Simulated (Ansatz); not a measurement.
**Worked example: SbH3⁺, doublet against SbH$_{3}$, singlet**

Geometry (PBE0/def2-TZVP stationary point of a singlet), kept for both states:

```yaml
atoms:
  - { symbol: Sb, position_ang: [0.0001, 0.0000, -0.0233] }
  - { symbol: H, position_ang: [1.4065, 0.0119, 0.9449] }
  - { symbol: H, position_ang: [-0.7203, 1.2165, 0.9342] }
  - { symbol: H, position_ang: [-0.7001, -1.2277, 0.9349] }
```

Basis def2-SVP with its core potentials; Ansatz 0.2.0. Only valence electrons are correlated (noble-gas cores and the filled d shells of p-block atoms frozen). R marks a restricted (for open shells ROHF) determinant, U an unrestricted one. No spin–orbit coupling is included; scalar relativity enters through the core potentials alone.

Full CI isn't at hand for all of this; UCCSDTQ serves as the reference, and is uncertain by about the last step of the cluster series.

| level | E(SbH3, singlet) (hartree) | E(SbH3⁺, doublet) (hartree) |
| --- | --- | --- |
| UHF | -240.969072 | -240.638040 |
| UMP2 | -241.078346 | -240.727462 |
| UCCSD(T) | -241.109028 | -240.756752 |
| PBE | -242.003335 | -241.642256 |
| PBE0 | -242.019335 | -241.656809 |
| UCCSDTQ | -241.109729 | -240.757578 |

Question: Give the vertical gap, SbH3⁺ doublet less SbH3 singlet, at each level in eV (1 hartree = 27.2114 eV), and each error against UCCSDTQ.

Answer: UCCSDTQ: (-240.757578 − (-241.109729)) × 27.2114 = 9.583 eV (the reference)
PBE0: (-241.656809 − (-242.019335)) × 27.2114 = 9.865 eV, error 0.282 eV
PBE: (-241.642256 − (-242.003335)) × 27.2114 = 9.825 eV, error 0.242 eV
UCCSD(T): (-240.756752 − (-241.109028)) × 27.2114 = 9.586 eV, error 0.003 eV
UMP2: (-240.727462 − (-241.078346)) × 27.2114 = 9.548 eV, error -0.035 eV
UHF: (-240.638040 − (-240.969072)) × 27.2114 = 9.008 eV, error -0.575 eV

Total energies of functionals can't be set beside those of wave-function methods, since they hold the core's correlation and their own absolute errors; only the differences compare.

In so small a basis the reference is far from its limit while semilocal and hybrid functionals are nearer theirs, so the functionals' errors here hold much of the reference's basis and frozen-core error, which can add to them or hide them.

Each level lands on the state that its own search finds. T1 diagnostics of restricted CCSD: 0.013 and 0.017.
